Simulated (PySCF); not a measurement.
Gas-phase reaction: CH2 + CH3C(CH3)2CH3 ⇌ 2 C3H7 (n-propyl)

Energies from PySCF, thermal terms from the rigid-rotor harmonic-oscillator model, ideal gas at 1 bar. The comparison is the NASA 1993 polynomial table, which mixes measured and estimated data. † marks an energy on the PBE0/def2-TZVP geometry and frequencies; other levels use their own. MP2 and CCSD(T) freeze the core. Open shells (unrestricted): CH2 (multiplicity 3), C3H7 (n-propyl) (multiplicity 2); the rest are closed-shell singlets. No R ln 2 is added for the mirror-image form of C3H7 (n-propyl). MP2 isn't extrapolated to the basis-set limit; its ΔH°(298 K) is 5.8 kJ in def2-SVP and -1.6 kJ in def2-TZVPP. CCSD(T) isn't extrapolated to the basis-set limit. The harmonic model lacks anharmonicity and excited electronic states, which grow with temperature; levels with a mode under 35 cm⁻¹ are left out. Internal rotation in CH3C(CH3)2CH3, C3H7 (n-propyl) is treated as a harmonic vibration of one conformer, which makes the entropy rough. The table's entry may be an old estimate for CH2, CH3C(CH3)2CH3, C3H7 (n-propyl) (not checked at source).

| level | ΔH°(298 K), kJ | minus table | ΔG°(1200 K), kJ |
|---|---|---|---|
| table | -20.8 | - | -104.8 |
| CCSD(T)/def2-SVP† | -6.3 | 14.5 | -95.7 |
| HF/def2-TZVP† | -25.9 | -5.1 | -115.3 |
| M06-2X/def2-TZVP† | -17.8 | 3.0 | -107.1 |
| MP2/def2-SVP† | 5.8 | 26.6 | -83.6 |
| MP2/def2-TZVPP† | -1.6 | 19.2 | -91.0 |
| PBE/def2-SVP | -50.3 | -29.5 | -137.9 |
| PBE/def2-TZVP† | -53.5 | -32.7 | -142.9 |
| PBE0/def2-TZVP | -46.7 | -25.9 | -136.1 |
| r2SCAN/def2-TZVP† | -44.0 | -23.2 | -133.4 |
| ωB97M-V/def2-TZVP† | -26.1 | -5.3 | -115.5 |
